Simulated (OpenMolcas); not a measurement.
Li2 (SMILES [Li][Li]): the energy, rung by rung

Li2: 2 atoms, total charge 0, spin state singlet. As SMILES, `[Li][Li]`. The bond length is the measured one.

```xyz
2

Li    0.0000    0.0000    0.0000
Li    0.0000    0.0000    2.6729
```

Each level gives the energy change with the Li1–Li2 bond stretched from 2.673 to 4.678 Å (eV). The values are calculated.

| level | kind | program | value (eV) | less FCI/3-21G | CPU time (all runs) |
| --- | --- | --- | --- | --- | --- |
| SVWN5/3-21G (restricted) | LDA | OpenMolcas | 0.80 | +0.10 | 7.3 s |
| PBE/3-21G (restricted) | GGA | OpenMolcas | 0.80 | +0.10 | 6.4 s |
| r2SCAN/3-21G (restricted) | meta-GGA | OpenMolcas | 0.80 | +0.10 | 9.1 s |
| B3LYP/3-21G (restricted) | global hybrid | OpenMolcas | 0.86 | +0.16 | 8.2 s |
| B2PLYP/3-21G (restricted) | double hybrid | OpenMolcas | 0.84 | +0.14 | 7.2 s |
| MP2/3-21G (restricted) | perturbation theory | OpenMolcas | 0.82 | +0.12 | 4.1 s |
| CASPT2(2,2)/3-21G | multireference | OpenMolcas | 0.47 | -0.23 | 4 s |
| MRCI(2,8)/3-21G | multireference | OpenMolcas | 0.70 | 0.00 | 9.5 s |
| CCSD(T)/3-21G (restricted) | coupled cluster or CI | OpenMolcas | 0.70 | 0.00 | 5.8 s |
| FCI/3-21G | exact in the basis | OpenMolcas | 0.70 | 0.00 | 28 s |

FCI/3-21G is exact within its basis and frozen core, so for wave-function methods in that basis the difference is their error; functionals converge differently with the basis, so for them it is only a difference. The first shape isn't each level's own minimum. The values span 0.47 to 0.86 eV. All rows use very small basis sets, so even the best lies far from the true value. Times are those of the runs behind each value, whatever else they computed, on shared processors of several kinds: orders of magnitude only.
